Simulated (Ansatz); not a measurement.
**Ligand exchange: LiCl + H2S → LiSH + HCl**

Species: LiCl, singlet; H2S (hydrogen sulfide) `S`, singlet; LiSH `[Li][SH]`, singlet; HCl (hydrogen chloride), singlet. The partners trade Cl for SH: Li–Cl and H–SH bonds give way to Li–SH and H–Cl.

Shapes, held fixed at every level: PBE0-D4/def2-TZVP. Programs: Ansatz 0.2.0. The zero-point and thermal change to 298 K, harmonic and unscaled (PBE0-D4/def2-TZVP), is -2.9 kJ/mol.

| level | kind | ΔH(298 K) (kJ/mol) | less CCSD(T)/def2-TZVPP | CPU time (sum over the molecules) |
| --- | --- | --- | --- | --- |
| HF/def2-TZVPP | Hartree–Fock | +92.7 | +12.8 | – |
| SPW92/def2-TZVPP | LDA | +77.0 | -2.9 | 2.2 s |
| B3LYP-D4/def2-TZVPP | global hybrid | +85.1 | +5.2 | 4.2 s |
| BHLYP-D4/def2-TZVPP | global hybrid | +88.6 | +8.7 | 2.6 min |
| PBE0-D4/def2-TZVPP | global hybrid | +81.1 | +1.2 | 3.4 s |
| wB97X-V/def2-TZVPP | range-separated hybrid | +84.9 | +5.0 | 7.9 s |
| CCSD(T)/def2-SVP | coupled cluster or CI | +87.0 | +7.1 | 1.8 s |
| CCSD(T)/def2-TZVPP | coupled cluster or CI | +79.9 | 0.0 | 4.9 s |

The highest level, CCSD(T)/def2-TZVPP, gives ΔH(298 K) = +79.9 kJ/mol; the levels span +77.0 to +92.7. The column of differences is taken from that level and isn't an error. No measured value is set beside it here. Correlated rows may include outer-core shells of Li, which these sets cover unevenly. Times are processor times on shared x86 and Arm servers, and rough.
